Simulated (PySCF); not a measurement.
CH3 (charge +1).
SMILES: `[CH3+]`

Level: wB97X-D/def2-SVPD in PySCF, non-relativistic, on one gas-phase PBE0-D3(BJ)/def2-SVP geometry that isn't relaxed in the solvent. The solvent is an IEF-PCM continuum (cavity from Bondi-type radii × 1.2), and excitations are vertical TDDFT with non-equilibrium linear response and a frozen core. Only the electrostatic response of the medium enters.

Gas-phase singlets (H = HOMO, L = LUMO):

```json
{"state": "S1", "E (eV)": "6.023", "λ (nm)": "206", "f": "0.000", "leading configurations": "H→L 68%, H-1→L 32%"}
{"state": "S2", "E (eV)": "6.026", "λ (nm)": "206", "f": "0.000", "leading configurations": "H-1→L 68%, H→L 32%"}
{"state": "S3", "E (eV)": "14.764", "λ (nm)": "84", "f": "0.186", "leading configurations": "H-2→L 97%"}
{"state": "S4", "E (eV)": "15.017", "λ (nm)": "83", "f": "0.223", "leading configurations": "H→L+1 80%, H-1→L+1 19%"}
{"state": "S5", "E (eV)": "15.017", "λ (nm)": "83", "f": "0.223", "leading configurations": "H-1→L+1 80%, H→L+1 19%"}
```

Problem. What are the lowest 5 singlets in acetone (ε = 20.49)?

Solution. 
| state | E (eV) | λ (nm) | f | leading configurations | change by rank (eV) |
| --- | --- | --- | --- | --- | --- |
| S1 | 6.002 | 207 | 0.000 | H→L 96% | -0.021 |
| S2 | 6.007 | 206 | 0.000 | H-1→L 96% | -0.019 |
| S3 | 14.181 | 87 | 0.232 | H→L+1 95% | -0.583 |
| S4 | 14.182 | 87 | 0.232 | H-1→L+1 95% | -0.835 |
| S5 | 14.657 | 85 | 0.203 | H-2→L 97% | -0.360 |

Problem. Give the list for dimethylsulfoxide (ε = 46.83), n² = 2.19.

Solution. 
```json
{"state": "S1", "E (eV)": "5.998", "λ (nm)": "207", "f": "0.000", "leading configurations": "H→L 95%", "change by rank (eV)": "-0.025"}
{"state": "S2", "E (eV)": "6.003", "λ (nm)": "207", "f": "0.000", "leading configurations": "H-1→L 95%", "change by rank (eV)": "-0.023"}
{"state": "S3", "E (eV)": "14.138", "λ (nm)": "88", "f": "0.241", "leading configurations": "H→L+1 94%", "change by rank (eV)": "-0.626"}
{"state": "S4", "E (eV)": "14.139", "λ (nm)": "88", "f": "0.241", "leading configurations": "H-1→L+1 94%", "change by rank (eV)": "-0.878"}
{"state": "S5", "E (eV)": "14.635", "λ (nm)": "85", "f": "0.209", "leading configurations": "H-2→L 98%", "change by rank (eV)": "-0.382"}
```

Problem. The ground-state energy changes by -3.375 eV from gas to dimethylsulfoxide. By how much does the total energy of gas-phase S3 change?

Solution. E(S3) = E(S0) + excitation energy, so it changes by -3.375 − 0.129 = -3.504 eV: it is lowered more than the ground state, which is what a red shift means. This is the vertical state, with the slow part of the continuum still set for S0.

Problem. How do the frontier levels move from gas to dimethylsulfoxide?

Solution. 
```
orbital  gas (eV)  solvent (eV)  change (eV)
 LUMO+2     -1.48          4.72        +6.20
 LUMO+1     -3.39          2.30        +5.69
   LUMO    -10.68         -4.00        +6.68
   HOMO    -23.58        -16.89        +6.69
 HOMO-1    -23.58        -16.89        +6.69
 HOMO-2    -30.68        -23.99        +6.69
 HOMO-3   -292.93       -286.25        +6.68
```

The HOMO–LUMO gap goes from 12.90 to 12.89 eV. Rows go by rank; for LUMO+2 the atom shares or the degeneracy differ between the runs, so the row needn't follow one orbital.

Note: wB97X-D ran without an empirical dispersion term, which enters the total energy and its gradient alone.
